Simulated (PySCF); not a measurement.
Compound: C₅H₁₀O (charge +1 and doublet state).
Numbering: `[CH3:1][CH2:2][CH2:3][CH2:4][CH:5]=[O+:6]` (hydrogens: H7, H8, H9 on C1; H10, H11 on C2; H12, H13 on C3; H14, H15 on C4; H16 on C5)

Structure used (GFN2-xTB), in Å, numbered top down from 1:
```
atom  x, y, z in Å
C1    -2.112    0.190    0.341
C2    -1.062   -0.799   -0.075
C3     0.200   -0.211   -0.700
C4     1.181    0.140    0.422
C5     2.476    0.658   -0.151
O6     2.870    0.591   -1.259
H7    -2.311    0.922   -0.439
H8    -3.035   -0.324    0.614
H9    -1.822    0.739    1.243
H10   -0.832   -1.496    0.737
H11   -1.492   -1.428   -0.875
H12   -0.049    0.674   -1.286
H13    0.695   -0.922   -1.366
H14    1.461   -0.740    1.014
H15    0.754    0.873    1.111
H16    3.072    1.142    0.659
```

The hyperfine couplings belong to this conformer and change with its torsions.

Computed, not measured: UKS B3LYP, pcH-1 on C H O, non-relativistic, mean-field spin-orbit, GIAO in PySCF 2.14.0. One conformer (not necessarily the lowest) at the GFN2-xTB geometry, without solvent, vibrations or thermal averaging. Couplings are sensitive to structure, and on GFN2-xTB geometries they can be far from those on DFT ones, by a factor of two or more for some ions and for spin on atoms past the first row. No stability test was run, so a lower SCF solution isn't excluded.

Problem. Break the g tensor into its mass correction, gauge correction and orbital-Zeeman/spin–orbit terms.

Solution. 
```json
{"Δg (ppt)": "relativistic mass correction", "1": "-0.24", "2": "-0.24", "3": "-0.24"}
{"Δg (ppt)": "gauge correction", "1": "0.02", "2": "0.01", "3": "0.02"}
{"Δg (ppt)": "orbital Zeeman/spin–orbit", "1": "-0.33", "2": "0.55", "3": "6.52"}
{"Δg (ppt)": "total", "1": "-0.55", "2": "0.32", "3": "6.31"}
```

So g = 2.00177, 2.00264, 2.00863 and g_iso = 2.00435; the tensor is close to axial: the two nearest values differ by 13 % of g3 − g1. Axes: g2 points within 2° of the C4–C5 bond.

Problem. What effective moment and Curie constant follow for a powder?

Solution. With the mean of g² = 4.0174 and S(S+1) = 0.75: μ_eff = √(⟨g²⟩S(S+1)) = 1.736 μB and χT = 0.12505·⟨g²⟩·S(S+1) = 0.377 cm³ K/mol (cgs; spin-Hamiltonian part alone).

Problem. At 9.447 GHz, how far is the centre of the isotropic spectrum from where a free electron (g = 2.002319) resonates?

Solution. B = hν/(g μB) with μB/h = 13.99624 MHz/mT gives 337.09 mT for the free electron and 336.75 mT at g_iso, 0.34 mT lower.

Problem. How much does each term add to the isotropic shift?

Solution. The orbital-Zeeman/spin–orbit term 2.25, the mass correction -0.24 and the gauge correction 0.01 ppt, for a total of 2.03 ppt. The orbital-Zeeman/spin–orbit term is the largest in size. The mass correction is the same along every axis, so the anisotropy comes from the other two: their spans along these axes are 0.01 (gauge) and 6.85 ppt (orbital Zeeman/spin–orbit).

Problem. In a frozen sample, at which fields do the three g values resonate at 9.5, 34, 94 and 263 GHz (hyperfine left aside), and which band first spreads them over more than twice a line width of 1.0 mT?

Solution. 
```csv
band,GHz,B(g3) mT,B(g2) mT,B(g1) mT,spread mT
X,9.5,337.92,338.93,339.08,1.16
Q,34.0,1209.39,1213.01,1213.54,4.14
W,94.0,3343.62,3353.61,3355.07,11.45
J,263.0,9355.02,9382.97,9387.06,32.04
```

The spread grows in proportion to the frequency. Q band is the first where it exceeds 2.0 mT.

The largest Mulliken spin populations are on O6 (+0.49), C4 (+0.16), H16 (+0.15) and H11 (+0.07).

The HOMO–LUMO gaps are 6.00 eV among the α and 1.67 eV among the β orbitals.
